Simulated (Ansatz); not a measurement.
**Worked example: correlation energy of H₃O⁺, singlet**

Geometry: displaced at random from a stationary point.

```yaml
atoms:
  - { symbol: O, position_ang: [0.0138, 0.0049, -0.0439] }
  - { symbol: H, position_ang: [0.7898, 0.0276, 0.2350] }
  - { symbol: H, position_ang: [-0.5581, 0.7904, 0.2195] }
  - { symbol: H, position_ang: [-0.4514, -0.8962, 0.2418] }
```

Basis 6-31G; Ansatz 0.2.0. Correlated methods freeze the noble-gas cores, which leaves 8 electrons in 14 orbitals. Prefix R: restricted or restricted open-shell reference.

Full CI is exact within this basis and frozen core; it isn't the basis-set limit.

Runs differ by some tens of microhartree through their thresholds, so steps under 0.03 kcal/mol mean nothing.

| level | total energy (hartree) |
| --- | --- |
| RHF | -76.232729 |
| RMP2 | -76.359632 |
| RCCSD | -76.367792 |
| RCCSD(T) | -76.368810 |
| RCCSDT | -76.368916 |
| RCCSDT(Q) | -76.369295 |
| RCCSDTQ | -76.369276 |
| full CI | -76.369285 |

Problem. What is the correlation energy at full CI, and what share of it do RMP2 and RCCSD recover?

Solution. E(corr) = -76.369285 − (-76.232729) = -0.136556 hartree = -3.716 eV. RMP2: -0.126903 / -0.136556 = 92.93 %. RCCSD: -0.135063 / -0.136556 = 98.91 %.

Problem. By how many kcal/mol does RCCSD(T) miss full CI (1 hartree = 627.509 kcal/mol), and which steps make up the rest?

Solution. -76.368810 − (-76.369285) = 0.000475 hartree = 0.30 kcal/mol. Steps: RCCSDT − RCCSD(T) = -0.07, RCCSDT(Q) − RCCSDT = -0.24, RCCSDTQ − RCCSDT(Q) = 0.01, full CI − RCCSDTQ = -0.01 kcal/mol. That is within 1 kcal/mol of the reference in this basis, which itself misses far more of the correlation at the basis-set limit.
